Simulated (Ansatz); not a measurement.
Geometry optimisation, UKS PBE0-D4/def2-SVP (Ansatz 0.2.0).

The input (input.yaml):

```yaml
crystal:
  periodic: [false, false, false]
  atoms:
    - { symbol: Si, position_ang: [0.0, 0.0, 0.0] }
    - { symbol: H, position_ang: [0.0, 0.0, 1.71] }
    - { symbol: F, position_ang: [1.4994, 0.0, -0.5295] }
    - { symbol: H, position_ang: [-0.6877, 1.1914, -0.4862] }
    - { symbol: H, position_ang: [-0.6877, -1.1914, -0.4862] }
    - { symbol: F, position_ang: [0.0, 0.0, 2.93] }
magnetization:
  spin_polarized: true
  initial_magnetization: 1
basis:
  gaussian: { orbitals: def2-SVP }
hamiltonian:
  xc: pbe0
  dispersion: d4
relax:
  f_tol: 0.15
  max_steps: 25
  restrain:
    - { distance: [1, 5], at: 2.12, k: 30.0 }
    - { distance: [0, 1], at: 1.46, k: 30.0 }
```

Run as:

```bash
$ ansatz run input.yaml --threads 1 --pin off --max-ram 2048MiB --backend cpu --events-out ev --progress --plain --runs-dir out
```

Where does it end, and by what steps?

The forces met the threshold. The restraints hold the end off the free minimum. After 4 steps the energy has risen by 0.764 eV (the restraints' own energy left out); F6 moved furthest, 0.59 Å.

| step | energy less start (eV) | largest force component (eV/Å) | accepted |
| --- | --- | --- | --- |
| 0 | 0.0000 | 2.451 | yes |
| 1 | 0.5088 | 0.992 | yes |
| 2 | 0.7971 | 2.320 | yes |
| 3 | 0.7687 | 0.876 | yes |
| 4 | 0.7642 | 0.702 | yes |

```xyz
6
Properties=species:S:1:pos:R:3
Si -0.008 0.000 -0.067
H 0.026 0.000 1.407
F 1.516 0.000 -0.610
H -0.695 1.227 -0.555
H -0.695 -1.227 -0.555
F -0.020 0.000 3.518
```

Time of the run: 47 s on 1 thread of Intel(R) Xeon(R) Platinum 8259CL CPU @ 2.50GHz (Skylake/Cascade Lake) (shared host), peak memory 0.16 GiB.
